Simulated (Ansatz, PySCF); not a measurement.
Gas-phase reaction in SMILES: N (NH3) + H+ -> [NH4+]
Each molecule is optimised on its own at B3LYP-D3(BJ)/def2-TZVP (Ansatz, a program for electronic structure).
Geometry of the first species:
```xyz
4

N      0.0022    -0.0038     0.1116
H     -0.0020     0.9512    -0.2281
H      0.8095    -0.4644    -0.2929
H     -0.8232    -0.4600    -0.2599
```

Property: proton affinity (electronic energy difference), positive where the reaction releases energy, in kJ/mol. Cores are frozen in the correlated levels unless marked. No spin-orbit coupling. No relativistic terms. Basis-set limits of correlation are two-point, X^-3; Hartree-Fock from the larger set.

```csv
level,program,proton affinity (kJ/mol)
M06-L/def2-TZVPD,PySCF,894.1
PBE0-D3(BJ)/def2-TZVP,Ansatz + dftd3,895.7
SCS-MP2/6-31G*,Ansatz,911.9
SCS-MP2/cc-pVTZ,Ansatz,900.5
SCS-MP2/def2-TZVPP,Ansatz,895.7
CCSD/cc-pVTZ,Ansatz,…
CCSD(T) with core electrons/cc-pwCVTZ,Ansatz,…
"CCSD(T)/CBS(cc-pVTZ,cc-pVQZ)",Ansatz,…
```

Problem. What belongs in the gaps?

Solution. 
- CCSD/cc-pVTZ, proton affinity (kJ/mol): 901.2
- CCSD(T) with core electrons/cc-pwCVTZ, proton affinity (kJ/mol): 898.4
- CCSD(T)/CBS(cc-pVTZ,cc-pVQZ), proton affinity (kJ/mol): 888.1
